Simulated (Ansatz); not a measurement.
TlInSe₂ (I4/mcm, No. 140), treated with PBEsol (Ansatz, a quantum-chemistry and plane-wave program, plane waves, PAW).

Settings: plane-wave cutoff 520 eV, 8×8×8 k mesh, Fermi–Dirac smearing 0.01 eV, scalar-relativistic PAW data made under PBE.

Cell (relaxed at this level):

Space group I4/mcm (No. 140); a = b = 7.988 Å, c = 6.811 Å, α = β = γ = 90.00°

```json
[
 {"atom": "In", "site": "4b", "symmetry": "-42m", "x": "0.0000", "y": "0.5000", "z": "0.2500"},
 {"atom": "Tl", "site": "4a", "symmetry": "422", "x": "0.0000", "y": "0.0000", "z": "0.2500"},
 {"atom": "Se", "site": "8h", "symmetry": "m.2m", "x": "0.3238", "y": "0.1762", "z": "0.0000"}
]
```
(The calculation used a cell of 8 atoms; values per cell refer to that cell.)

Predict the band gap and Γ–Γ gap.


band gap: 0.39 eV
Γ–Γ gap: 2.68 eV

Measured, for comparison: band gap 1.12 eV (temperature not stated, no zero-point or thermal correction, thermal gap; as tabulated in arXiv:0804.1639).

Note: the cell comes from a level without a dispersion term, which matters for the spacing of layers, chains or molecules.

Spin–orbit coupling is not included; with these elements it can move the gap by several tenths of an eV or more.

Static lattice: no zero-point or thermal effects.

It cost very roughly 40 core-seconds of CPU time.
